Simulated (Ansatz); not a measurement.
bcc Rb was calculated with PBE0 (plane waves, PAW; Ansatz, an electronic-structure program).

Run with plane-wave cutoff 460 eV, 8×8×8 k mesh, Fermi–Dirac smearing 0.05 eV, scalar-relativistic PAW data made under PBE.

Pressure at four volumes; x = ln(V/94.073 Å³). One pressure is withheld.

```csv
V (Å³/atom),x,P (GPa)
89.574,-0.0490,?
91.930,-0.0230,0.072
94.073,0.0000,0.006
99.002,0.0511,-0.120
```

**Question.** Pass a parabola P(x) through the three rows shown, estimate the bulk modulus and its pressure derivative near zero pressure, and predict the withheld pressure.

**Answer.** Slopes between the rows: (0.006 − (0.072))/(0.0000 − (-0.0230)) = -2.87 and (-0.120 − (0.006))/(0.0511 − (0.0000)) = -2.47 GPa. Their difference over the span 0.0741 is c = 0.40/0.0741 = 5.4 GPa, so P(x) = 0.072 + (-2.87)(x − (-0.0230)) + 5.4 (x − (-0.0230))(x − (0.0000)). At the middle row B = −dP/dx = −[-2.87 + 5.4 × 0.0230] = 2.7 GPa, and B′ = dB/dP = 2c/B = 4.0. At x = -0.0490 the parabola gives 0.153 GPa; the run gives 0.153 GPa. The Birch–Murnaghan fit to the energies at all volumes has B0 = 2.7 GPa and B′ = 3.8.

Measured, for comparison: bulk modulus 2.9 GPa (corrected for temperature and zero-point phonon effects, sources range from 2.9 to 3.6; as tabulated in Levämäki et al. (2014), arXiv:1402.3671). Computed less measured: bulk modulus -7 % (-7 % to -25 % over the range).
